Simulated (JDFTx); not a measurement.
System: sulfur dioxide, SO2 (SMILES O=S=O), charge 0, multiplicity 1; geometry: optimised with GFN2-xTB in vacuum (no frequencies checked; largest PBE force component 1.3 eV/Å). Bond lengths (Å): O1–S2 1.434, S2–O3 1.434. Angles (°): O1–S2–O3 116.4.

All numbers are PBE, GBRV ultrasoft potentials, plane waves to 20/100 Ha results from JDFTx (a modified build), not measurements. Liquid: CANDLE, water, 1 M NaF. The liquid run sits in a periodic box with 3.75 Å from the outermost atoms to the faces; the vacuum run is isolated. The box matters at about 0.01 eV. Solvation energy here means the total energy in the continuum liquid minus that in vacuum, same nuclei, nothing added for thermal motion or standard states.

The values are those of the intact species: the continuum can't coordinate to it or react with it.

| Property | Result |
|---|---|
| solvation energy | -1.7 kcal/mol |
| part: cavitation term of the fluid | 7.9 kcal/mol |
| part: dispersion term of the fluid | -4.9 kcal/mol |
| part: electrostatic term of the fluid | -5.9 kcal/mol |
| part: distortion of the solute's electrons | 1.2 kcal/mol |
| dipole moment in vacuum | 1.64 D |
| dipole moment in the liquid | 2.30 D |
| highest occupied level in vacuum (zero: vacuum level) | -8.15 eV |
| highest occupied level in the liquid (zero: bulk electrolyte) | -7.83 eV |
| volume of the model's cavity | 152.8 Å³ |
| rough cost, vacuum and liquid run | 2 min and 2 min of core time |
